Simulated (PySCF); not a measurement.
# Structure revision by computed shifts

A compound C3H4O gives the data below (simulated from a calculation) and was assigned the structure `CC=C=O`.

13C{1H} NMR (computed): δ 221.2 (C), 4.5 (CH2, 2C).

1H NMR (600 MHz, computed): δ 1.39 (s, 4H).

Equivalent nuclei averaged, single conformer, no solvent, non-relativistic. Shieldings: GIAO PBE0/pcSseg-2; geometry: PBE0-D3(BJ)/def2-TZVP; PySCF.

Chemical shifts δ = σref − σ; 1H (σ = 31.52 ppm), 13C (σ = 186.03 ppm) vs TMS, all at this level.

Problem. Compare with the shifts computed for the proposed structure, pairing carbons in order of shift.

Solution. Structure with atom numbers: `[CH3:1][CH:2]=[C:3]=[O:4]`; H(Xn) means a hydrogen on atom n.

```
atom  computed for proposal  given list  difference
  C3                  208.0       221.2       -13.2
  C2                   11.4         4.5        +6.9
  C1                    6.4         4.5        +1.9
```

The rms difference is 8.7 ppm and the largest -13.2 ppm at C3 (central carbon of a ketene). The proposal also would give 3 carbon signals, not 2. The carbon types in order of shift don't match either: C, CH, CH3 for the proposal against C, CH2, CH2 in the data. The proposal doesn't fit.

Problem. Which isomer fits?

Solution. Cyclopropanone (SMILES O=C1CC1).

- Carbon types of the structure: 1 × C, 2 × CH2, which accounts for all hydrogens.
- δC 221.2: ketone carbonyl carbon; low-lying n→π* states of the double bond to the heteroatom give a large paramagnetic term (-287 ppm).
- δC 4.5: three-membered-ring carbon; carbons of three-membered rings are unusually shielded.
- δH 1.39: hydrogen on a three-membered-ring carbon; cyclopropane-type protons are shielded by the ring.

Other isomers checked: C#CCO (rms 93.6 ppm).

The shifts were computed for this structure.

Shifts are as computed. Against solution values, carbons near 30 ppm lie about +3 ppm off and those near 130 ppm about +9 ppm. Of 1211 compounds with measured shifts, 218 miss one by over three times the rms of a fit or turn the order of signals round; such compounds aren't used in these exercises.
